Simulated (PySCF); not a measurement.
Stepwise substitution at one centre (Si F-NH2). Isolated molecules, 0 K electronic values unless said otherwise. One relaxed conformer stands for each flexible species; it need not be the lowest. Strings in code marks are SMILES.

The four lowest singlet excitations (Tamm–Dancoff). Method: PBE-D3(BJ)/def2-TZVP // B3LYP-D3(BJ)/def2-TZVP in PySCF. Excitations are Tamm–Dancoff values on a coarser integration grid. The basis has no diffuse functions, so Rydberg states are missing or too high.

```tsv
state	energy (eV)	wavelength (nm)	oscillator strength
S1	6.56	189	0.019
S2	6.56	189	0.038
S3	7.43	167	0.009
S4	7.45	166	0.022
```

**Question.** Which member gives these states?
A) `F[Si](F)(F)F`
B) `N[Si](N)(N)F`
C) `N[Si](F)(F)F`
D) `N[Si](N)(F)F`

**Answer.** D, `N[Si](N)(F)F`
